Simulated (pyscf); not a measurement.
Routes from HS–SiH₂–Cl

Candidate steps break at most two bonds and form at most two. Each was searched with GFN2-xTB (tblite) first. Structures and frequencies: ωB97X-D3(BJ)/def2-SVP in PySCF. Energies: ωB97M-D3(BJ)/def2-TZVP, eV, from the reactant's lowest minimum found, singlet surface; ΔG‡ with ideal gas, 1 atm, RRHO with modes under 100 cm⁻¹ raised to 100, one conformer, R ln 2 for chiral ones without a mode under 150 cm⁻¹.

```
products              type   ΔE‡     ΔE  ΔG‡ 298 K  ΔG‡ 900 K  ν‡ (cm⁻¹)
-------------  -----------  ----  -----  ---------  ---------  ---------
H₂Si=S + HCl   elimination  2.15  +2.24          –          –       460i
S=SiH–Cl + H₂  elimination  2.28  +1.33       2.23       2.33      1332i
```

A dash marks a saddle under its separated products, where this table gives no free-energy barrier. Row 1: On the product side the descent ends in a complex, 0.30 eV under the separated species and 0.12 eV under the saddle at ωB97X-D3(BJ)/def2-TZVP. 

Plain bond fissions and candidates not yet searched are not listed, and one of them may be faster. Each barrier is that of the saddle found; lower ones may exist.
